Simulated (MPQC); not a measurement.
# MP2/pcseg-0 run of BH3Cl− (SMILES [BH3-]Cl)

Aim: the energy of BH3Cl−. 

The results are computed with MPQC 2.3.1.

4 further runs of the same task are left out: 4 set aside as unsound or not needed.

### Step 1. The system as given

BH3Cl− has 5 atoms, charge -1, and is taken as a singlet. As SMILES, `[BH3-]Cl`. The coordinates come from a GFN2-xTB relaxation.

Bond lengths: B1–Cl2 1.873 Å, B1–H3 1.208 Å, B1–H4 1.208 Å, B1–H5 1.208 Å. Angles: Cl2–B1–H3 106.7°, Cl2–B1–H4 106.7°, Cl2–B1–H5 106.7°, H3–B1–H4 112.0°, H3–B1–H5 112.2°, H4–B1–H5 112.1°.

### Step 2. The energy at MP2/pcseg-0

The input, job.in:

```
% BClH3
molecule<Molecule>: (
    symmetry = c1
    unit = angstrom
    { atoms geometry } = {
        B  [ 0.082390 -0.047870 0.135930 ]
        Cl [ -0.845860 0.496450 -1.396970 ]
        H  [ 1.223080 -0.254620 -0.203070 ]
        H  [ -0.460100 -1.051350 0.532730 ]
        H  [ 0.000500 0.857390 0.931390 ]
    }
)
basis<GaussianBasisSet>: (
    name = "pcseg-0"
    molecule = $:molecule
    basisdir = "."
    puream = yes
)
mpqc: (
    checkpoint = no
    savestate = no
    restart = no
    do_energy = yes
    do_gradient = no
    optimize = no
    mole<MBPT2>: (
        molecule = $:molecule
        basis = $:basis
        memory = 1000000000
        method = mp
        nfzc = 6
        reference<CLHF>: (
            molecule = $:molecule
            basis = $:basis
            total_charge = -1
            memory = 1000000000
            print_evals = yes
            maxiter = 70
            value_accuracy = 1e-08
            guess_wavefunction<CLHF>: (
                molecule = $:molecule
                total_charge = -1
                memory = 1000000000
                value_accuracy = 1e-3
                basis<GaussianBasisSet>: (
                    name = "3-21G"
                    molecule = $:molecule
                )
            )
        )
    )
)
```

The basis set pcseg-0 is read from a file made from the Basis Set Exchange's data (not shown).

The run is started by

```sh
$ mpqc job.in > job.out
```

The log of the run:

```text
MPQC: Massively Parallel Quantum Chemistry
                                   Version 2.3.1

  Using IntegralV3 by default for molecular integrals evaluation

      CLSCF::init: total charge = -1

      docc = [ 13 ]
      nbasis = 28

  CLSCF::init: total charge = -1

  docc = [ 13 ]
  nbasis = 28

  Molecular formula H3BCl

  MPQC options:
    matrixkit     = <ReplSCMatrixKit>
    restart       = no
    checkpoint    = no
    savestate     = no
    do_energy     = yes
    do_gradient   = no
    optimize      = no
    write_pdb     = no
    print_mole    = yes
    print_timings = yes

    Using symmetric orthogonalization.
  n(basis):            28
  Maximum orthogonalization residual = 4.19654
  Minimum orthogonalization residual = 0.00802541
  Using symmetric orthogonalization.
  n(basis):            28
  Maximum orthogonalization residual = 4.19654
  Minimum orthogonalization residual = 0.00802541

  Entered memgrp based MP2 routine
  Static memory used per node:    7616 Bytes
  Minimum memory required:        93360 Bytes
  Batch size:                     7
   npass  rest  nbasis  nshell  nfuncmax
    1      0     28       18       3
   nocc   nvir   nfzc   nfzv
    13     15     6      0

  SCF::compute: energy accuracy = 1.0000000e-08

  nuclear repulsion energy =   42.1597509872

  integral intermediate storage = 66511 bytes
  integral cache = 999926993 bytes
  Projecting guess wavefunction into the present basis set

      SCF::compute: energy accuracy = 1.0000000e-03

      nuclear repulsion energy =   42.1597509872

      integral intermediate storage = 40731 bytes
      integral cache = 999952773 bytes
      Starting from core Hamiltonian guess

      Using symmetric orthogonalization.
      n(basis):            28
      Maximum orthogonalization residual = 3.86791
      Minimum orthogonalization residual = 0.0128416
      Beginning iterations.  Basis is 3-21G.
      iter     1 energy = -483.0932756581 delta = 2.90255e-01
      iter     2 energy = -483.6030334338 delta = 6.73640e-02
      iter     3 energy = -483.6192156128 delta = 1.25271e-02
      iter     4 energy = -483.6203983519 delta = 4.30879e-03
      iter     5 energy = -483.6205092431 delta = 1.29708e-03

      HOMO is    13   A =  -0.173730
      LUMO is    14   A =   0.459101

      total scf energy = -483.6205092431

      Projecting the guess density.

        The number of electrons in the guess density = 26
        The number of electrons in the projected density = 25.9624

  Beginning iterations.  Basis is pcseg-0.
  iter     1 energy = -485.3177129293 delta = 3.17068e-01
  iter     2 energy = -485.3261646762 delta = 2.38168e-02
  iter     3 energy = -485.3264126046 delta = 3.55419e-03
  iter     4 energy = -485.3264331210 delta = 6.37406e-04
  iter     5 energy = -485.3264352595 delta = 1.40589e-04
  iter     6 energy = -485.3264354359 delta = 4.33891e-05
  iter     7 energy = -485.3264354527 delta = 1.77706e-05
  iter     8 energy = -485.3264354532 delta = 3.37698e-06
  iter     9 energy = -485.3264354532 delta = 4.98686e-07
  iter    10 energy = -485.3264354532 delta = 1.11247e-07
  iter    11 energy = -485.3264354532 delta = 1.57851e-08

  A
        1 -104.48501    2.00000
        2  -10.13937    2.00000
        3   -7.76071    2.00000
        4   -7.75768    2.00000
        5   -7.75768    2.00000
        6   -7.35725    2.00000
        7   -0.82037    2.00000
        8   -0.47118    2.00000
        9   -0.28037    2.00000
       10   -0.28016    2.00000
       11   -0.24557    2.00000
       12   -0.17529    2.00000
       13   -0.17517    2.00000
       14    0.46223    0.00000
       15    0.49733    0.00000
       16    0.49750    0.00000
       17    0.56087    0.00000
       18    0.69279    0.00000
       19    0.84357    0.00000
       20    0.84369    0.00000
       21    0.92220    0.00000
       22    1.12541    0.00000
       23    1.31170    0.00000
       24    1.31215    0.00000
       25    1.37606    0.00000
       26    1.54049    0.00000
       27    1.54058    0.00000
       28    1.76050    0.00000

  HOMO is    13   A =  -0.175167
  LUMO is    14   A =   0.462229

  total scf energy = -485.3264354532
  NOTE: There are degenerate orbitals within an irrep.  This will make
        some diagnostics, such as the largest amplitude, nonunique.

  Size of global distributed array:       570752 Bytes
  Beginning pass 1
  Begin loop over shells (erep, 1.+2. q.t.)
    working on shell pair (  0   0),  0.000% complete (0 of 171)
    working on shell pair (  5   2),  9.942% complete (17 of 171)
    working on shell pair (  7   6), 19.883% complete (34 of 171)
    working on shell pair (  9   6), 29.825% complete (51 of 171)
    working on shell pair ( 11   2), 39.766% complete (68 of 171)
    working on shell pair ( 12   7), 49.708% complete (85 of 171)
    working on shell pair ( 13  11), 59.649% complete (102 of 171)
    working on shell pair ( 14  14), 69.591% complete (119 of 171)
    working on shell pair ( 16   0), 79.532% complete (136 of 171)
    working on shell pair ( 17   0), 89.474% complete (153 of 171)
    working on shell pair ( 17  17), 99.415% complete (170 of 171)
  End of loop over shells
  Begin third q.t.
  End of third q.t.
  Begin fourth q.t.
  End of fourth q.t.

  Largest first order coefficients (unique):
     1  -0.02897193 11   A 11   A -> 14   A 14   A (+-+-)
     2  -0.01972691  9   A  9   A -> 16   A 16   A (+-+-)
     3  -0.01972626 10   A 10   A -> 15   A 15   A (+-+-)
     4  -0.01958983  8   A  8   A -> 17   A 17   A (+-+-)
     5  -0.01919751 11   A 11   A -> 21   A 21   A (+-+-)
     6  -0.01754354 12   A 12   A -> 27   A 27   A (+-+-)
     7  -0.01751169 13   A 13   A -> 26   A 26   A (+-+-)
     8  -0.01650682  9   A  9   A -> 20   A 20   A (+-+-)
     9  -0.01649059 10   A 10   A -> 19   A 19   A (+-+-)
    10  -0.01641009  8   A  8   A -> 14   A 14   A (+-+-)

  RHF energy [au]:                   -485.326435453231
  MP2 correlation energy [au]:         -0.111845369899
  MP2 energy [au]:                   -485.438280823130
Value of the MolecularEnergy: -485.4382808231

  MBPT2:
    Function Parameters:
      value_accuracy    = 1.815184e-07 (1.000000e-06) (computed)
      gradient_accuracy = 0.000000e+00 (1.000000e-06)
      hessian_accuracy  = 0.000000e+00 (1.000000e-04)

    Molecule:
      Molecular formula: H3BCl
      molecule<Molecule>: (
        symmetry = c1
        unit = "angstrom"
        {  n atoms                        geometry                     }={
           1     B [    0.0823900000    -0.0478700000     0.1359300000]
           2    Cl [   -0.8458600000     0.4964500000    -1.3969700000]
           3     H [    1.2230800000    -0.2546200000    -0.2030700000]
           4     H [   -0.4601000000    -1.0513500000     0.5327300000]
           5     H [    0.0005000000     0.8573900000     0.9313900000]
        }
      )
      Atomic Masses:
         11.00931   34.96885    1.00783    1.00783    1.00783

    Electronic basis:
      GaussianBasisSet:
        nbasis = 28
        nshell = 18
        nprim  = 33
        name = "pcseg-0"
    Reference Wavefunction:
      Function Parameters:
        value_accuracy    = 1.815184e-09 (1.000000e-08) (computed)
        gradient_accuracy = 0.000000e+00 (1.000000e-06)
        hessian_accuracy  = 0.000000e+00 (1.000000e-04)

      Molecule:
        Molecular formula: H3BCl
        molecule<Molecule>: (
          symmetry = c1
          unit = "angstrom"
          {  n atoms                        geometry                     }={
             1     B [    0.0823900000    -0.0478700000     0.1359300000]
             2    Cl [   -0.8458600000     0.4964500000    -1.3969700000]
             3     H [    1.2230800000    -0.2546200000    -0.2030700000]
             4     H [   -0.4601000000    -1.0513500000     0.5327300000]
             5     H [    0.0005000000     0.8573900000     0.9313900000]
          }
        )
        Atomic Masses:
           11.00931   34.96885    1.00783    1.00783    1.00783

      Electronic basis:
        GaussianBasisSet:
          nbasis = 28
          nshell = 18
          nprim  = 33
          name = "pcseg-0"
      SCF Parameters:
        maxiter = 70
        density_reset_frequency = 10
        level_shift = 0.000000

      CLSCF Parameters:
        charge = -1
        ndocc = 13
        docc = [ 13 ]

                              CPU Wall
mpqc:                        0.30 0.30
  calc:                      0.29 0.29
    mp2-mem:                 0.29 0.29
      mp2 passes:            0.07 0.07
        3. q.t.:             0.00 0.00
        4. q.t.:             0.00 0.00
        compute ecorr:       0.00 0.00
        divide (ia|jb)'s:    0.00 0.00
        erep+1.qt+2.qt:      0.07 0.07
      vector:                0.21 0.21
        density:             0.00 0.00
        evals:               0.00 0.00
        extrap:              0.00 0.00
        fock:                0.17 0.17
          accum:             0.00 0.00
          ao_gmat:           0.17 0.17
          init pmax:         0.00 0.00
          local data:        0.00 0.00
          setup:             0.00 0.00
          sum:               0.00 0.00
          symm:              0.00 0.00
        vector:              0.02 0.02
          density:           0.00 0.00
          evals:             0.00 0.00
          extrap:            0.00 0.00
          fock:              0.02 0.02
            accum:           0.00 0.00
            ao_gmat:         0.02 0.02
            init pmax:       0.00 0.00
            local data:      0.00 0.00
            setup:           0.00 0.00
            sum:             0.00 0.00
            symm:            0.00 0.00
  input:                     0.01 0.01
```

Run time: 0.36 s. Hardware: 1 thread of Arm Neoverse V1, shared host; peak memory 0.082 GiB.

### Step 3. Outcome

Level: MP2/pcseg-0, 6 core orbitals frozen.

```
                                             quantity          value
                                         total energy  -485.43828 Eh
                  HOMO energy (Hartree–Fock orbitals)       -4.77 eV
                  LUMO energy (Hartree–Fock orbitals)       12.58 eV
HOMO–LUMO gap (to an unbound level, set by the basis)       17.34 eV
          correlation energy (6 core orbitals frozen)     -111.8 mEh
```
